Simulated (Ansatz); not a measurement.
The input, for Ansatz 0.2.0:

```yaml
crystal:
  periodic: [false, false, false]
  atoms:
    - {symbol: N, position_ang: [0.000000, 0.000000, 0.055493]}
    - {symbol: C, position_ang: [0.000000, 0.000000, -1.107975]}
    - {symbol: H, position_ang: [0.000000, 0.000000, 1.052482]}
basis:
  gaussian: {orbitals: 6-31G}
correlation: {method: fic_mrcisd_q, electrons: outside_noble_gas, active_space: {window: {electrons: 2, orbitals: 2}}}
```

```sh
$ ansatz run in.yaml --threads 1 --pin off --events-out ev --progress --plain --max-ram 2393MiB
```

(1) Roughly how long does this take on 1 thread of Arm Neoverse V1, shared host, and how much host memory?

```
291 factors; integrals over basis functions are off by at most 2.0e-4 eV
mean field evaluation 1: about -2524.9288 eV, gradient 1.7e1 eV
mean field evaluation 2: about -2524.9374 eV, gradient 1.7e1 eV
mean field evaluation 4: about -2525.5947 eV, gradient 2.9e0 eV
mean field evaluation 8: about -2525.6155 eV, gradient 7.3e-3 eV
mean field -2525.61548916 eV, -92.8146573029 hartree, gradient 1.4e-6 eV, S^2 0.000000; 0 other end points of the search recorded, 0 dependent functions left out
reference -2525.61548916 eV, -92.8146573029 hartree; 7, 7 occupied and 13, 13 virtual orbitals, 291 factors
state -2526.23099217 eV, -92.8372766215 hartree
contracted CI cycle   1: correlation 0.00000000 eV, 0.0000000000 hartree, residual 1.83e1 eV
contracted CI cycle   2: correlation -4.20056630 eV, -0.1543679643 hartree, residual 3.97e0 eV
contracted CI cycle   3: correlation -4.47804929 eV, -0.1645652759 hartree, residual 1.19e0 eV
contracted CI cycle   4: correlation -4.50490286 eV, -0.1655521265 hartree, residual 3.55e-1 eV
contracted CI cycle   5: correlation -4.50736365 eV, -0.1656425588 hartree, residual 1.31e-1 eV
contracted CI cycle   6: correlation -4.50767065 eV, -0.1656538408 hartree, residual 4.43e-2 eV
contracted CI cycle   7: correlation -4.50770702 eV, -0.1656551774 hartree, residual 1.44e-2 eV
contracted CI cycle   8: correlation -4.50771106 eV, -0.1656553260 hartree, residual 4.63e-3 eV
contracted CI cycle   9: correlation -4.50771148 eV, -0.1656553415 hartree, residual 1.40e-3 eV
state -2526.23099217 eV, -92.8372766215 hartree; corrected -2531.08926722 eV, -93.0158149364 hartree
Total energy: -2531.08926722 eV, -93.0158149364 hartree
```

For the same geometry and basis full CI lies 124.7 meV lower.

Results:

(1) 0.36 s wall and 0.07 GiB.
